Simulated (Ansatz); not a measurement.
Compare A (`C1CCSCC1`) with its isomer B (`C=CCSCC`).

Calculated with Ansatz (gas phase, PBE0-D4/def2-TZVP geometries, no zero-point term in ΔE). CCSD(T)/CBS adds triple-zeta CCSD(T) − MP2 to the extrapolated MP2 energy (def2 sets, frozen cores). DFT in def2-TZVPP. Each species was taken in one conformer, which may not be the lowest.

A:

Z-matrix (Å, degrees):
```
C
C 1 1.523
C 1 1.523 2 113.2
H 1 1.098 2 109.0 3 -121.5
H 1 1.094 2 109.5 3 122.5
C 2 1.518 1 112.5 3 59.2
H 2 1.095 1 109.7 3 -62.2
H 2 1.096 1 109.5 3 -179.5
C 3 1.518 1 112.5 2 -59.2
H 3 1.095 1 109.7 2 62.2
H 3 1.096 1 109.5 2 179.5
S 6 1.805 2 112.7 1 -60.6
H 6 1.096 2 110.6 1 61.7
H 6 1.092 2 111.2 1 -179.1
H 9 1.096 3 110.6 1 -61.7
H 9 1.092 3 111.2 1 179.1
```

B:

```xyz
16

C    -2.197    0.201   -0.409
C    -1.243    0.316   -1.324
C    -0.074   -0.595   -1.431
S     1.487    0.258   -1.069
C     1.236    0.724    0.656
C     1.259   -0.435    1.632
H    -3.020    0.904   -0.356
H    -2.192   -0.608    0.314
H    -1.265    1.143   -2.030
H     0.056   -0.955   -2.455
H    -0.187   -1.468   -0.785
H     2.050    1.423    0.864
H     0.302    1.286    0.730
H     1.154   -0.072    2.658
H     0.439   -1.131    1.446
H     2.196   -0.991    1.557
```

**Question.** Which is lower in electronic energy at CCSD(T)/CBS, and by how much? (Best estimate.)

**Answer.** The calculation gave: A, by 20.6 kcal/mol.

**Question.** Give E(B) − E(A) in kcal/mol with PBE-D4, r2SCAN-D4, PBE0-D4, CCSD(T)/def2-TZVPP, ωB97M-V, CCSD/def2-TZVPP, HF/def2-TZVPP. (Best estimate.)

**Answer.** The calculation gave: PBE-D4 20.4, r2SCAN-D4 21.0, PBE0-D4 23.6, CCSD(T)/def2-TZVPP 20.8, ωB97M-V 21.4, CCSD/def2-TZVPP 21.3, HF/def2-TZVPP 17.7. None reverses the order clearly.

**Question.** Does the order hold for the free energy at 298.15 K (harmonic terms from PBE0-D4)? (An estimate is asked.)

**Answer.** Ansatz gave: Yes: G(B) − G(A) = +15.6 kcal/mol, for one conformer each. Modes under 60 cm⁻¹, often nearly free rotors, make the harmonic entropy too high.

Largest T1 diagnostic: 0.010.

In def2-TZVPP, CCSD(T) changes the Hartree–Fock value by +3.1 kcal/mol (the triples alone add −0.4 kcal/mol) and MP2 by +5.0 kcal/mol. From r2SCAN to r2SCAN0 (25 % exact exchange), in def2-TZVPP and without D4, E(B) − E(A) moves by +2.4 kcal/mol.
